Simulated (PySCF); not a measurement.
**Stationary points of Al2H6**

All numbers come from PySCF, PBE0, basis Al def2-TZVP, H def2-TZVP (no relativity, density fitting).

Relaxations began from a few typed shapes. The search is not exhaustive: other isomers or separated fragments can lie lower, and high-lying points may rest on an excited occupation.

Question: Which is the lowest minimum found?
A. singlet D2h: Al–H 1.578 Å (×4), Al–H 1.741 Å (×4); Al–H–Al 96.6° (×2), H–Al–H 83.4° (×2), H–Al–H 109.1° (×8), H–Al–H 128.1° (×2)
B. singlet D3d: Al–H 1.586 Å (×6); H–Al–H 120.0° (×6)

Answer: A. The others lie at 162.5 (singlet D3d, a saddle point) kJ/mol above it.
